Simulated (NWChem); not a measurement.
**H2O2 (hydrogen peroxide) at 4 levels**

We compute a comparison of 4 runs (HF/STO-3G, HF/3-21G, B3LYP/6-31G*) of H2O2 (hydrogen peroxide). 

Program for the calculation: NWChem 7.3.0.

39 further runs of the same task are left out: 39 set aside as unsound or not needed.

## Step 1: Starting point

H2O2: 4 atoms, total charge 0, spin state singlet. SMILES: `OO`. The O1–H3 distance was set to 1.737 Å, away from the relaxed value. At this shape a bond of the SMILES string is far longer than usual.

Bond lengths: O1–O2 1.426 Å, O2–H4 0.965 Å. Angles: O1–O2–H4 101.1°.

## Step 2: A single-point energy at HF/STO-3G (run 1)

Input file a.nw:

```
start a
title "H2O2 energy"
memory 2200 mb

geometry units angstroms noautosym nocenter noautoz
 O       -1.025388      -0.152357      -0.318858
 O       -0.490288       1.157143      -0.142558
 H        0.186400      -1.117000       0.467400
 H       -0.286488       1.398543      -1.054358
end

basis spherical bse
 * library STO-3G
end

scf
 thresh 1e-08
 maxiter 80
 noprint "final vectors analysis"
end

task scf
```

On the command line:

```sh
nwchem a.nw > a.out
```

Log:

```text
[...]
  functions       =    12
[...]
  wavefunction    = RHF
[...]
         Total SCF energy =   -148.566507512061
      One-electron energy =   -275.830048604663
      Two-electron energy =     92.510842096445
 Nuclear repulsion energy =     34.752698996157
        Time for solution =      0.1s
[...]
```

Run time: 0.69 s. Hardware: 1 thread of Intel Xeon 6975P-C (Granite Rapids), shared host; peak memory 0.097 GiB.

## Step 3: The energy at HF/3-21G (run 2)

Input file h2o2.xyz:

```xyz
4
H2O2
O     -1.025388    -0.152357    -0.318858
O     -0.490288     1.157143    -0.142558
H      0.186400    -1.117000     0.467400
H     -0.286488     1.398543    -1.054358
```

Input file run.py:

```python
from ase.io import read
from ase.calculators.nwchem import NWChem

molecule = read('h2o2.xyz')

calc = NWChem(
    label='h2o2',
    theory='scf',
    memory='2200 mb',
    basis='3-21G',
    basispar='spherical bse',
    scf={'nopen': '0', 'rhf': None, 'thresh': '1e-08', 'maxiter': '80'},
    task='energy',
)
molecule.calc = calc

print(f"energy = {molecule.get_potential_energy():.6f} eV")
print("dipole (e A):", molecule.get_dipole_moment().round(4))
```

On the command line:

```sh
export ASE_NWCHEM_COMMAND="nwchem PREFIX.nwi > PREFIX.nwo"
python run.py
```

Log:

```text
energy = -4075.960138 eV
dipole (e A): [ 0.3592 -0.0857 -0.2456]
```

The calculator wrote h2o2.nwi:

```
title "h2o2"

permanent_dir h2o2

scratch_dir h2o2

start h2o2

geometry units angstrom nocenter noautosym noautoz
  O  -1.0253880000000000e+00 -1.5235699999999999e-01 -3.1885799999999997e-01
  O  -4.9028800000000000e-01 1.1571430000000000e+00 -1.4255799999999999e-01
  H  1.8640000000000001e-01 -1.1170000000000000e+00 4.6739999999999998e-01
  H  -2.8648800000000002e-01 1.3985430000000001e+00 -1.0543579999999999e+00
end

memory 2200 mb

basis spherical bse noprint
   * library 3-21G
end

scf
  nopen 0
  rhf
  thresh 1e-08
  maxiter 80
end

task scf energy
```

h2o2.nwo:

```text
Northwest Computational Chemistry Package (NWChem) 7.3.0
             --------------------------------------------------------

           Job information
           ---------------

    nwchem branch   = 7.3.0
    use scalapack   = T
    input           = h2o2.nwi
    prefix          = h2o2.
    data base       = h2o2/h2o2.db
    status          = startup
    nproc           =        1

           Memory information
           ------------------

    heap     =     72089596 doubles =      550.0 Mbytes
    stack    =     72089601 doubles =      550.0 Mbytes
    global   =    144179200 doubles =     1100.0 Mbytes (distinct from heap & stack)
    total    =    288358397 doubles =     2200.0 Mbytes
    verify   = yes
    hardfail = no

[... 116 lines left out ...]
 Convergence threshold     :          1.000E-08
[... 13 lines left out ...]
       Final RHF  results
[... 3 lines left out ...]
      One-electron energy =   -276.220653525483
[... 1 line left out ...]
 Nuclear repulsion energy =     34.752698996157
[... 27 lines left out ...]
                       ROHF Final Molecular Orbital Analysis
[... 153 lines left out ...]
  Mulliken analysis of the total density
  --------------------------------------

    Atom       Charge   Shell Charges
 -----------   ------   -------------------------------------------------------
    1 O    8     8.18   1.99  0.46  1.90  1.50  2.33
    2 O    8     8.40   1.99  0.43  2.03  1.49  2.46
    3 H    1     0.83   0.22  0.61
    4 H    1     0.59   0.44  0.15

       Multipole analysis of the density wrt the origin
       ------------------------------------------------

     L   x y z        total         open         nuclear
     -   - - -        -----         ----         -------
     0   0 0 0     -0.000000      0.000000     18.000000

     1   1 0 0      0.678784      0.000000    -23.102838
[... 8 lines of this table left out ...]
     2   0 0 2     -7.232718      0.000000      8.235157

 Task  times  cpu:        0.1s     wall:        0.1s
 Total times  cpu:        0.1s     wall:        0.1s
```

Wall time 1.2 s (1 thread of Intel Xeon 6975P-C (Granite Rapids), shared host); peak memory 0.096 GiB.

Run 3 isn't shown in full; the table further down has it.

## Step 4: The energy at B3LYP/6-31G(d) (Cartesian functions) (run 4)

h2o2.xyz is that of step 3.

Input file run.py:

```python
from ase.io import read
from ase.calculators.nwchem import NWChem

molecule = read('h2o2.xyz')

calc = NWChem(
    label='h2o2',
    theory='dft',
    memory='2200 mb',
    basis='6-31G*',
    dft={'xc': 'b3lyp', 'mult': '1', 'grid': 'xfine', 'convergence': 'energy 1e-08', 'iterations': '100', 'mulliken': None},
    task='energy',
)
molecule.calc = calc

e = molecule.get_potential_energy()
print(f"E = {e:.6f} eV")
print("dipole (e A):", molecule.get_dipole_moment().round(4))
```

On the command line:

```sh
export ASE_NWCHEM_COMMAND="nwchem PREFIX.nwi > PREFIX.nwo"
python run.py
```

Log:

```text
E = -4120.142800 eV
dipole (e A): [ 0.2936  0.0219 -0.2228]
```

The calculator wrote h2o2.nwi:

```
title "h2o2"

permanent_dir h2o2

scratch_dir h2o2

start h2o2

geometry units angstrom nocenter noautosym noautoz
  O  -1.0253880000000000e+00 -1.5235699999999999e-01 -3.1885799999999997e-01
  O  -4.9028800000000000e-01 1.1571430000000000e+00 -1.4255799999999999e-01
  H  1.8640000000000001e-01 -1.1170000000000000e+00 4.6739999999999998e-01
  H  -2.8648800000000002e-01 1.3985430000000001e+00 -1.0543579999999999e+00
end

memory 2200 mb

basis noprint
   * library 6-31G*
end

dft
  xc b3lyp
  mult 1
  grid xfine
  convergence energy 1e-08
  iterations 100
  mulliken
end

task dft energy
```

h2o2.nwo:

```text
Northwest Computational Chemistry Package (NWChem) 7.3.0
             --------------------------------------------------------

           Job information
           ---------------

    nwchem branch   = 7.3.0
    use scalapack   = T
    input           = h2o2.nwi
    prefix          = h2o2.
    data base       = h2o2/h2o2.db
    status          = startup
    nproc           =        1

           Memory information
           ------------------

    heap     =     72089596 doubles =      550.0 Mbytes
    stack    =     72089601 doubles =      550.0 Mbytes
    global   =    144179200 doubles =     1100.0 Mbytes (distinct from heap & stack)
    total    =    288358397 doubles =     2200.0 Mbytes
    verify   = yes
    hardfail = no

[... 85 lines left out ...]
  convergence criterion.
[... 18 lines left out ...]
          Convergence on density requested:  1.00D-05
[... 24 lines left out ...]
          Convergence Information
[... 57 lines left out ...]
   convergence    iter        energy       DeltaE   RMS-Dens  Diis-err    time
[... 16 lines left out ...]
           Coulomb energy =      108.782337582491
[... 7 lines left out ...]
                       DFT Final Molecular Orbital Analysis
[... 263 lines left out ...]
 center of mass
 --------------
 x =  -1.35282463 y =   0.90887910 z =  -0.44300602

 moments of inertia (a.u.)
 ------------------
          66.327651944723         -16.138184830058          -3.688359596329
         -16.138184830058          17.053704165638           0.141513888328
          -3.688359596329           0.141513888328          73.218251456016

     Multipole analysis of the density
     ---------------------------------

     L   x y z        total         alpha         beta         nuclear
     -   - - -        -----         -----         ----         -------
     0   0 0 0     -0.000000     -9.000000     -9.000000     18.000000

     1   1 0 0      0.554913     11.828875     11.828875    -23.102838
[... 8 lines of this table left out ...]
     2   0 0 2     -7.555929     -7.895543     -7.895543      8.235157

 Task  times  cpu:        3.7s     wall:        3.7s
 Total times  cpu:        3.7s     wall:        3.7s
```

Run time: 4.8 s. Hardware: 1 thread of Intel Xeon 6975P-C (Granite Rapids), shared host; peak memory 0.12 GiB.

## Step 5: All runs side by side

```tsv
run	level	iteration cap	module	energy (Eh)	dipole moment (D)	wall time
1	HF/STO-3G	80	scf	-148.566508	1.35	0.69 s
2	HF/3-21G	80	scf	-149.788774	2.13	1.2 s
3	B3LYP/6-31G* (spherical functions)	100	dft	-151.409160	–	4.2 s
4	B3LYP/6-31G* (Cartesian functions)	100	dft	-151.412456	1.77	4.8 s
```

## Step 6: Summary of results

```
            quantity          value
 run 4: total energy  -151.41246 Eh
run 4: dipole moment         1.77 D
  run 4: HOMO energy       -7.34 eV
  run 4: LUMO energy       -3.45 eV
run 4: HOMO–LUMO gap        3.89 eV
```

In words: Over runs 1, 2, 4 the dipole moment (its size) runs from 1.35 D (HF/STO-3G) to 2.13 D (HF/3-21G). In run 1 the basis is minimal, so the values are rough. In runs 1, 2, 3, 4 a closed-shell determinant meets a far-stretched bond, which it describes badly. All runs together took 11 s, the longest 4.8 s.
